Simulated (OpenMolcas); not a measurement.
# CH5AlO (SMILES [CH3][AlH][OH]): levels of theory compared

We compute a comparison of 6 runs (M06-2X/aug-cc-pVDZ, PBE0/aug-cc-pVDZ, r2SCAN/aug-cc-pVDZ, revPBE/aug-cc-pVDZ, MP2/aug-cc-pVDZ, CCSD(T)/aug-cc-pVDZ) of CH5AlO. 

The calculation is run with OpenMolcas 26.06.

## Step 1: The system as given

CH5AlO has 8 atoms, charge 0, and is taken as a singlet. As SMILES, `[CH3][AlH][OH]`. One bond was lengthened or shortened from a relaxed shape.

Bond lengths: C1–Al2 1.941 Å, Al2–O3 1.701 Å, C1–H4 1.259 Å, C1–H5 1.092 Å, C1–H6 1.095 Å, Al2–H7 1.589 Å, O3–H8 0.956 Å. Angles: C1–Al2–O3 117.6°, C1–Al2–H7 124.2°, O3–Al2–H7 118.3°, Al2–C1–H4 111.0°, Al2–C1–H5 111.9°, Al2–C1–H6 111.2°, Al2–O3–H8 122.5°, H4–C1–H5 107.9°, H4–C1–H6 106.4°, H5–C1–H6 108.2°.

## Step 2: A single-point energy at M06-2X/aug-cc-pVDZ (run 1)

The input, coord.xyz:

```xyz
8

C     -0.845830     0.836333    -0.103935
Al     0.511770    -0.540067    -0.272935
O      0.476670    -1.822267     0.843765
H     -0.325100     1.954500     0.149300
H     -1.559330     0.609533     0.691265
H     -1.403630     0.959133    -1.037835
H      1.648870    -0.540367    -1.383235
H      1.113270    -2.534967     0.826465
```

The input, test.input:

```
>>> EXPORT MOLCAS_PRINT=2

&GATEWAY
  BasLib = $CurrDir
  Coord = coord.xyz
  Basis = aug-cc-pVDZ
  Group = NoSym

&SEWARD
  GridInput
  Grid=UltraFine
  End of Grid

&SCF
  KSDFT = M062X
  Thresholds = 1e-10 1e-07 1e-07 1e-05
  PrOrbitals = 1 2
```

The basis set aug-cc-pVDZ is read from a file made from the Basis Set Exchange's data (not shown).

The run is started by

```console
export MOLCAS_MEM=1860
pymolcas test.input > test.log
```

Standard output:

```text
--- Start Module: gateway ---
[...]
--- Stop Module: gateway /rc=_RC_ALL_IS_WELL_ ---
--- Start Module: seward ---
[...]
      Basis functions          118
--- Stop Module: seward /rc=_RC_ALL_IS_WELL_ ---
[...]
--- Start Module: scf ---
[...]
       Convergence after  14 Iterations
[...]
::    Total KS-DFT energy                            -358.7471628951
[...]
      Total spin, S                                     0.0000000000
[...]
      Total electronic charge=   32.000000
      Total            charge=   -0.000000
[...]
      Dipole Moment (debye):
      Origin of the operator (angstrom)=    0.1792   -0.5537    0.0687
                   X=  4.1114E-01               Y= -8.1934E-02               Z= -4.6288E-01           Total=  6.2451E-01
      Quadrupole Moment (debye*angstrom):
[...]
--- Stop Module: scf /rc=_RC_ALL_IS_WELL_ ---
[...]
```

Run time: 69 s. Hardware: 1 thread of Arm Neoverse V2, shared host; peak memory 0.74 GiB.

## Step 3: The energy at PBE0/aug-cc-pVDZ (run 2)

The input, struct.xyz:

```xyz
8

C     -0.845830     0.836333    -0.103935
Al     0.511770    -0.540067    -0.272935
O      0.476670    -1.822267     0.843765
H     -0.325100     1.954500     0.149300
H     -1.559330     0.609533     0.691265
H     -1.403630     0.959133    -1.037835
H      1.648870    -0.540367    -1.383235
H      1.113270    -2.534967     0.826465
```

The input, calc.input:

```
* CH5AlO Kohn-Sham DFT

&GATEWAY
  BasLib
  $CurrDir
  Coord
  struct.xyz
  Basis
  aug-cc-pVDZ
  Group
  NoSym

&SEWARD
  GridInput
  Grid=UltraFine
  End of Grid

&SCF
  KSDFT
  PBE0
  Thresholds
  1e-10 1e-07 1e-07 1e-05
  PrOrbitals
  1 1
```

The basis set aug-cc-pVDZ is read from a file made from the Basis Set Exchange's data (not shown).

The run is started by

```console
export MOLCAS_MEM=1860
pymolcas calc.input > calc.log
```

Standard output:

```text
--- Start Module: gateway ---
[...]
--- Stop Module: gateway /rc=_RC_ALL_IS_WELL_ ---
--- Start Module: seward ---
[...]
      Basis functions          118
--- Stop Module: seward /rc=_RC_ALL_IS_WELL_ ---
[...]
--- Start Module: scf ---
[...]
       Convergence after  13 Iterations
[...]
::    Total KS-DFT energy                            -358.5718061170
[...]
      Total spin, S                                     0.0000000000
[...]
      Total electronic charge=   32.000000
      Total            charge=   -0.000000
[...]
      Dipole Moment (debye):
      Origin of the operator (angstrom)=    0.1792   -0.5537    0.0687
                   X=  3.8197E-01               Y= -5.1117E-02               Z= -4.6040E-01           Total=  6.0040E-01
      Quadrupole Moment (debye*angstrom):
[...]
--- Stop Module: scf /rc=_RC_ALL_IS_WELL_ ---
[...]
```

It took 47 s on 1 thread of Arm Neoverse V2, shared host; peak memory 0.73 GiB.

Runs 3 to 5 aren't shown in full; the table further down has their settings and results.

## Step 4: A single-point energy at CCSD(T)/aug-cc-pVDZ (Cholesky decomposition) (run 6)

The input, mol.input:

```
&GATEWAY
BasLib
$CurrDir
Coord
8
angstrom
C       -0.845830       0.836333      -0.103935
Al       0.511770      -0.540067      -0.272935
O        0.476670      -1.822267       0.843765
H       -0.325100       1.954500       0.149300
H       -1.559330       0.609533       0.691265
H       -1.403630       0.959133      -1.037835
H        1.648870      -0.540367      -1.383235
H        1.113270      -2.534967       0.826465
Basis
aug-cc-pVDZ
Group
NoSym
&SEWARD
High
&SCF
Thresholds
1e-10 1e-07 1e-07 1e-05
PrOrbitals
1
&CHCC
Frozen
7
Threshold
1e-08
MaxIterations
80
&CHT3
Frozen
7
```

The basis set aug-cc-pVDZ is read from a file made from the Basis Set Exchange's data (not shown).

The run is started by

```console
export MOLCAS_MEM=1860
pymolcas mol.input > mol.log
```

Standard output:

```text
--- Start Module: gateway ---
[...]
--- Stop Module: gateway /rc=_RC_ALL_IS_WELL_ ---
[...]
      Basis functions          118
[...]
       Convergence after  12 Iterations
[...]
::    Total SCF energy                               -357.6168612194
[...]
      Total spin, S                                     0.0000000000
[...]
      Total electronic charge=   32.000000
      Total            charge=   -0.000000
[...]
      Dipole Moment (debye):
      Origin of the operator (angstrom)=    0.1792   -0.5537    0.0687
                   X=  4.9532E-01               Y= -1.2963E-01               Z= -5.8494E-01           Total=  7.7737E-01
      Quadrupole Moment (debye*angstrom):
[...]
--- Start Module: chcc ---
[...]
--- Stop Module: chcc /rc=_RC_ALL_IS_WELL_ ---
[...]
--- Start Module: cht3 ---
[...]
--- Stop Module: cht3 /rc=_RC_ALL_IS_WELL_ ---
[...]
```

Wall time 5.3 min (1 thread of Arm Neoverse V2, shared host); peak memory 0.26 GiB.

## Step 5: Overview of the runs

```tsv
run	level	integration grid	frozen core orbitals	energy (Eh)	dipole moment (D) of the reference	HOMO energy (eV)	LUMO energy (eV)	wall time
1	M06-2X/aug-cc-pVDZ	UltraFine	–	-358.747163	0.62	-9.19	-0.27	69 s
2	PBE0/aug-cc-pVDZ	UltraFine	–	-358.571806	0.60	-8.02	-0.64	47 s
3	r2SCAN/aug-cc-pVDZ	UltraFine	–	-358.728532	0.54	-7.01	-0.97	67 s
4	revPBE/aug-cc-pVDZ	UltraFine	–	-358.728824	0.50	-6.70	-1.29	50 s
5	MP2/aug-cc-pVDZ	–	7	-358.048484	0.78	-11.15	0.77	14 s
6	CCSD(T)/aug-cc-pVDZ (Cholesky decomposition)	–	7	-358.094493	0.78	-11.15	0.77	5.3 min
```

## Step 6: Outcome

```
                                          quantity          value
                               run 6: total energy  -358.09449 Eh
         run 6: dipole moment (mean-field density)         0.78 D
        run 6: HOMO energy (Hartree–Fock orbitals)      -11.15 eV
        run 6: LUMO energy (Hartree–Fock orbitals)        0.77 eV
      run 6: HOMO–LUMO gap (Hartree–Fock orbitals)       11.92 eV
run 6: correlation energy (7 core orbitals frozen)     -477.6 mEh
                             run 6: (T) correction     -13.27 mEh
```

In words: Over runs 1, 2, 3, 4 the dipole moment (its size) runs from 0.50 D (revPBE/aug-cc-pVDZ) to 0.62 D (M06-2X/aug-cc-pVDZ). Over runs 1, 2, 3, 4 the HOMO–LUMO gap runs from 5.41 eV (revPBE/aug-cc-pVDZ) to 8.92 eV (M06-2X/aug-cc-pVDZ). Totals of different functionals can't be ranked against each other. All runs together took 9.4 min, the longest 5.3 min.
